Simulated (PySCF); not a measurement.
Species: fluorocyanoacetylene, C₃FN.
Numbering: `[N:1]#[C:2][C:3]#[C:4][F:5]`

The closed-shell ground state was solved at several levels (PySCF, density fitting, gas phase, non-relativistic). Isolated species at its PBE0-D3(BJ)/def2-TZVP geometry, gas phase.

```
           level  basis functions  total energy (Eh)  HOMO (eV)  LUMO (eV)  gap (eV)  dipole (D)
wB97X-D/pcSseg-2              180          -268.7960     -10.74       0.56     11.30        3.60
   PBE0/pcSseg-2              180          -268.5950      -8.94      -1.25      7.69        3.61
  B97-2/pcSseg-2              180          -268.7977      -8.67      -1.31      7.36        3.61
```

(1) What might KT3/pcSseg-2 (180 basis functions) give for the same quantities?

(2) Over all these levels, which gives the widest orbital gap and which the narrowest?

(3) In the pcSseg-2 basis, how does the gap go with the fixed share of exact exchange?

(4) How far do the dipole and the HOMO energy spread over the levels?

## Answers

(1) Total energy -272.7585 Eh, HOMO -7.69 eV, LUMO -2.17 eV, gap 5.52 eV, dipole 3.64 D.

(2) wB97X-D/pcSseg-2 (range-separated hybrid) has the widest, 11.30 eV, and KT3/pcSseg-2 (GGA) the narrowest, 5.52 eV. From the narrowest to the widest the HOMO moves by -3.05 eV and the LUMO by +2.73 eV.

(3) KT3 (0 %) 5.52 eV; B97-2 (21 %) 7.36 eV; PBE0 (25 %) 7.69 eV. Each rise in the share widens the gap here.

(4) The dipole runs from 3.60 to 3.64 D (mean 3.62 D) and the HOMO from -10.74 to -7.69 eV.

wB97X-D is run here without its empirical dispersion term; that term would change no orbital, density or response property at a fixed geometry.
